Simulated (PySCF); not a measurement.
# SiH2F (SMILES F[SiH2]): UCISD/STO-6G

Aim: the energy change on altering one bond length of SiH2F at UCISD/STO-6G, from 2 runs. 

Program for the calculation: PySCF 2.14.0.

10 further runs of the same task are left out: 10 set aside as unsound or not needed.

**1. The structure to begin with**

SiH2F has 4 atoms, charge 0, and is taken as a doublet. SMILES: `F[SiH2]`. Geometry: relaxed at GFN2-xTB.

Bond lengths: F1–Si2 1.621 Å, Si2–H3 1.448 Å, Si2–H4 1.448 Å. Angles: F1–Si2–H3 104.7°, F1–Si2–H4 104.7°, H3–Si2–H4 120.2°.

**2. The energy at UCISD/STO-6G**

input.xyz reads:

```xyz
4
FH2Si
F      1.205590     0.647540    -0.425510
Si    -0.122150    -0.264920    -0.246870
H     -1.219930     0.678520    -0.261640
H      0.136490    -1.061140     0.934020
```

input.py reads:

```python
# F[SiH2]
from pyscf import gto, ci

mol = gto.Mole()
mol.atom = 'input.xyz'
mol.verbose = 3
mol.spin = 1
mol.max_memory = 1860
mol.basis = 'sto-6g'
mol.charge = 0
mol.build()

mf = mol.UHF()
mf.conv_tol = 1e-10
mf.kernel()
if not mf.converged:
    mf = mf.newton().run(mf.mo_coeff, mf.mo_occ)

cisd = ci.CISD(mf, frozen=6)
cisd.kernel()
e_tot = cisd.e_tot
print('E(%s) = %.9f' % ('CISD', e_tot))
```

Run with:

```
$ OMP_NUM_THREADS=1 python input.py
```

Standard output:

```text
converged SCF energy = -387.968388795429  <S^2> = 0.75156017  2S+1 = 2.0015596
E(UCISD) = -388.0307147514843  E_corr = -0.0623259560550921
E(CISD) = -388.030714751
```

Run time: 1.4 s. Hardware: 1 thread of Arm Neoverse N1, shared host; peak memory 0.12 GiB.

**3. The distorted shape at the same level**

mol.xyz reads:

```xyz
4
FH2Si
F      0.740038     2.080735    -2.551110
Si    -0.587702     1.168275    -2.372470
H     -1.685482     2.111715    -2.387240
H      0.136490    -1.061140     0.934020
```

job.py reads:

```python
from pyscf import gto, ci

system = gto.M(
    atom='mol.xyz',
    max_memory=1860,
    charge=0,
    verbose=3,
    basis='sto-6g',
    spin=1,
)

mf = system.UHF()
mf.conv_tol = 1e-10
mf.kernel()
if not mf.converged:
    mf = mf.newton().run(mf.mo_coeff, mf.mo_occ)

cisd = ci.CISD(mf, frozen=6)
cisd.kernel()
etot = cisd.e_tot
print('E(%s) = %.9f' % ('CISD', etot))
```

Run with:

```
$ OMP_NUM_THREADS=1 python job.py
```

Standard output:

```text
SCF not converged.
SCF energy = -387.847528755568 after 50 cycles  <S^2> = 0.75262012  2S+1 = 2.0026184
converged SCF energy = -387.847541416491  <S^2> = 0.76528006  2S+1 = 2.0152221
E(UCISD) = -387.9132524815239  E_corr = -0.06571106503339616
E(CISD) = -387.913252482
```

Run time: 1.7 s. Hardware: 1 thread of Arm Neoverse N1, shared host; peak memory 0.12 GiB.

**4. What came out**

Level: UCISD/STO-6G, 6 core orbitals frozen.

| quantity | value |
| --- | --- |
| first shape: total energy | -388.03071 Eh |
| first shape: dipole moment (Hartree–Fock density) | 1.63 D |
| first shape: HOMO energy (Hartree–Fock orbitals) (highest over α and β) | -6.48 eV |
| first shape: LUMO energy (Hartree–Fock orbitals) (lowest over α and β) | 6.22 eV |
| first shape: correlation energy (6 core orbitals frozen) | -62.3 mEh |
| first shape: ⟨S²⟩ of the reference determinant | 0.752 |
| distorted shape: total energy | -387.91325 Eh |
| distorted shape: dipole moment (Hartree–Fock density) | 0.68 D |
| distorted shape: HOMO energy (Hartree–Fock orbitals) (highest over α and β) | -6.06 eV |
| distorted shape: LUMO energy (Hartree–Fock orbitals) (lowest over α and β) | 6.34 eV |
| distorted shape: correlation energy (6 core orbitals frozen) | -65.7 mEh |
| distorted shape: ⟨S²⟩ of the reference determinant | 0.765 |
| energy change with the Si2–H4 bond stretched from 1.448 to 4.053 Å | 3.196 eV |

**Reading.** With the Si2–H4 bond stretched from 1.448 to 4.053 Å the energy rises by 3.20 eV (74 kcal/mol). The first shape isn't relaxed at this level, so the change isn't measured from a minimum. The minimal basis adds a large error of its own. Mulliken charges (first shape) of the mean-field density run from -0.35 on F1 to +0.70 on Si2; they depend strongly on the basis.
